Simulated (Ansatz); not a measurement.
# CH5FSi (SMILES C[SiH2]F): the energy, rung by rung

CH5FSi: 8 atoms, total charge 0, spin state singlet. SMILES: `C[SiH2]F`. The coordinates come from a PBE0-D4/def2-TZVP relaxation. The run starts from this shape.

Each level gives the adiabatic ionisation energy (to the doublet cation, no zero-point term) (eV). The values are calculated.

```csv
level,kind,program,value (eV),CPU time (all runs)
HF/STO-3G,Hartree–Fock,Ansatz,6.93,7.2 s
HF/3-21G,Hartree–Fock,Ansatz,9.87,8 s
HF/6-31G* (Cartesian functions),Hartree–Fock,Ansatz,9.66,14 s
B3LYP/6-31G* (Cartesian functions),global hybrid,Ansatz,10.54,40 s
MP2/6-31G* (Cartesian functions),perturbation theory,Ansatz,10.40,23 s
```

The values span 6.93 to 10.54 eV. Without the sets that lack polarisation functions the rows with a basis span only 9.66 to 10.54 eV. CPU times are rough (shared hosts, several kinds of processor): they show what a rung costs within a factor of a few.
